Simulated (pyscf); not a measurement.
PySCF, gas phase, ωB97X-D3(BJ)/def2-SVP geometries.

Q: Estimate the classical barrier height and the reaction energy of Cl–Si•(Cl)–Cl (SMILES Cl[Si](Cl)Cl) + NH₃ (SMILES N) -> Cl–SiH(Cl)–Cl (SMILES Cl[SiH](Cl)Cl) + NH₂• (SMILES [NH2]) at PBE/def2-TZVP. The step runs on the doublet surface, breaks H–N and forms H–Si; take the separated reactants as zero.

A: ΔE‡ = 19.8 kcal/mol, ΔE = +24.0 kcal/mol. ωB97M-D3(BJ)/def2-TZVP gives 21.3 kcal/mol and +17.5 kcal/mol. Zero-point energy shifts the barrier by -3.2 kcal/mol. It is a hydrogen abstraction, with an imaginary mode of 964i cm⁻¹. At PBE the saddle lies under the separated products, which points to a path from their complex (located at ωB97X-D3(BJ) alone), and parting the products costs more than the saddle. This is the saddle that the search found; another between the same sides may lie lower. The angle at the transferred H is 148°.
